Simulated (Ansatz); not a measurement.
Relaxation of AlFH₆O (9 atoms, charge 0, multiplicity 1), to a largest force component of 0.03 eV/Å in at most 50 steps.

Computed with RKS PBE-D4/def2-SVP (Ansatz).

```xyz
9
Properties=species:S:1:pos:R:3:forces:R:3
Al -0.676 0.803 0.122 0.32 0.73 -0.10
H -0.778 -2.008 0.373 -2.46 -0.47 -0.68
H -1.452 0.267 -1.175 0.01 0.00 -0.01
H -1.132 0.554 1.628 0.01 0.00 0.01
H 1.658 0.692 -0.236 0.14 0.27 -0.09
F 0.198 2.305 -0.126 -0.31 -0.70 0.10
H -0.104 -1.909 0.559 2.34 0.21 0.74
O 1.127 -0.126 -0.139 -0.09 -0.08 0.04
H 1.159 -0.577 -1.007 0.03 0.04 -0.01
```

Q: Where does it end, and by what steps?

A: The run converged. The force dipped under the threshold on the way, but the program's further checks kept it going. After 31 steps the energy has fallen by 0.223 eV; H4 moved furthest, 1.46 Å.

```csv
step,energy less start (eV),largest force component (eV/Å),accepted
0,0.0000,2.458,yes
2,-0.1532,0.262,yes
4,-0.1570,0.079,yes
6,-0.1593,0.058,yes
8,-0.1601,0.041,yes
10,-0.1609,0.043,yes
12,-0.1613,0.104,yes
14,-0.1623,0.015,yes
16,-0.1621,0.221,no
18,-0.1641,0.114,yes
20,-0.1657,0.209,yes
22,-0.1710,0.453,yes
24,-0.1953,0.183,yes
26,-0.2075,0.336,yes
28,-0.2203,0.151,yes
30,-0.2230,0.053,yes
31,-0.2233,0.028,yes
```

```xyz
9
Properties=species:S:1:pos:R:3
Al -0.683 1.181 0.282
H -0.354 -2.180 -0.586
H -1.752 0.097 -0.239
H -0.825 1.978 1.658
H 1.455 0.466 -0.265
F 0.172 2.004 -0.963
H 0.248 -2.644 -0.451
O 0.954 0.004 0.448
H 0.784 -0.906 0.116
```

The run took 35 s on 2 threads of Arm Neoverse V1 (shared host), peak memory 0.14 GiB.
